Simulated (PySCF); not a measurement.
Molecule: `FOF`, F₂O.

Mapped SMILES: `[F:1][O:2][F:3]`.

Geometry PBE0-D3(BJ)/def2-SVP throughout; GIAO in PySCF, gas phase, one conformer, non-relativistic; equivalent atoms averaged; basis pcSseg-2.

(1) How do the absolute shieldings σ depend on the functional? (ppm; last column core-seconds on 1 thread of an Arm Neoverse V1, shared host; the GGAs took longer than the global hybrids here, which isn't the general rule, and the cause wasn't traced)

(2) Which nucleus moves most, in ppm?

Answers

(1) 
```
functional                    kind  F1/F3      O2  core-s
        HF            Hartree–Fock   67.5  -364.6     0.9
       LDA                     LDA  -39.3  -566.0     2.5
       PBE                     GGA  -34.5  -533.2       3
      BLYP                     GGA  -44.8  -545.9       3
      BP86                     GGA  -33.8  -530.0     2.9
      OPBE                     GGA  -15.2  -498.8       3
       KT2                     GGA  -20.0  -466.0     3.3
       KT3                     GGA  -20.2  -472.9     3.3
     B97-D                     GGA  -29.9  -522.0       3
     B3LYP           global hybrid  -19.0  -498.5     2.1
      PBE0           global hybrid   -3.2  -473.1     2.1
  mPW1PW91           global hybrid   -5.0  -474.8     2.1
      WP04           global hybrid  -51.1  -552.8     2.1
     B97-2           global hybrid   -4.3  -472.3       2
 BHandHLYP           global hybrid   14.5  -440.8     1.9
 CAM-B3LYP  range-separated hybrid   -7.3  -478.2     2.5
   wB97X-D  range-separated hybrid   -3.2  -468.3     2.4
   LC-wPBE  range-separated hybrid    6.0  -453.7     3.5
```

(2) O2 (oxygen bonded to 2 F): from -566.0 ppm with LDA to -364.6 ppm with HF. The smallest spread is 118.5 ppm, at F1/F3.
